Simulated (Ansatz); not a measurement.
```yaml
crystal:
  periodic: [false, false, false]
  atoms:
    - {symbol: N, position_ang: [-1.315363, -0.359736, 0.319704]}
    - {symbol: C, position_ang: [-0.133430, 0.037743, 0.374898]}
    - {symbol: F, position_ang: [0.467836, 0.501162, 1.466407]}
    - {symbol: C, position_ang: [0.740435, 0.021932, -0.844831]}
    - {symbol: O, position_ang: [1.876692, 0.391471, -0.842175]}
    - {symbol: H, position_ang: [-1.793483, -0.293918, 1.217562]}
    - {symbol: H, position_ang: [0.218512, -0.366654, -1.737266]}
basis:
  gaussian: {orbitals: 6-31G, final_grid: {core_spheres: 1, valence_spheres: 1, degree: 5}}
total_charge: -1
magnetization: {spin_polarized: true, initial_magnetization: 1}
hamiltonian: {xc: {name: PBE}}
output: {forces: true}
```

```sh
$ ansatz run in.yaml --threads 2 --pin off --events-out ev --progress --plain --max-ram 4352MiB
```

Shortened log:

```
Functional definition: PBE
601 factors; integrals over basis functions are off by at most 2.4e-4 eV
mean field evaluation 1: about -8339.8112 eV, gradient 4.3e1 eV
mean field evaluation 2: about -8284.4758 eV, gradient 1.2e2 eV
mean field evaluation 4: about -8347.0228 eV, gradient 1.1e1 eV
mean field evaluation 8: about -8317.3438 eV, gradient 4.3e1 eV
mean field evaluation 16: about -8323.7638 eV, gradient 5.4e-3 eV
mean field -8323.76383342 eV, -305.8926788286 hartree, gradient 3.8e-5 eV, S^2 0.752602; 2 other end points of the search recorded, 0 dependent functions left out
reference -8323.76384899 eV, -305.8926794008 hartree; 20, 19 occupied and 29, 30 virtual orbitals, 601 factors
Total energy: -8323.76384899 eV, -305.8926794008 hartree
Atom 0 at    -1.315363    -0.359736     0.319704 Å, force    15.741153     6.681115     6.388781 eV/Å
Atom 1 at    -0.133430     0.037743     0.374898 Å, force    -6.925550    -4.310393    -8.384881 eV/Å
Atom 2 at     0.467836     0.501162     1.466407 Å, force    -3.501546    -2.621491    -6.040019 eV/Å
Atom 3 at     0.740435     0.021932    -0.844831 Å, force     5.715777     5.112611    13.258383 eV/Å
Atom 4 at     1.876692     0.391471    -0.842175 Å, force   -12.427960    -4.114879    -0.326118 eV/Å
Atom 5 at    -1.793483    -0.293918     1.217562 Å, force     2.165117    -0.380489    -4.415097 eV/Å
Atom 6 at     0.218512    -0.366654    -1.737266 Å, force    -0.766990    -0.366474    -0.481049 eV/Å
Dipole moment:    -0.137372     0.123244     0.682921 e Å
```

In this input the integration grid is far too coarse. Self-consistency was reached. The result belongs to that input, not to the molecule as meant.
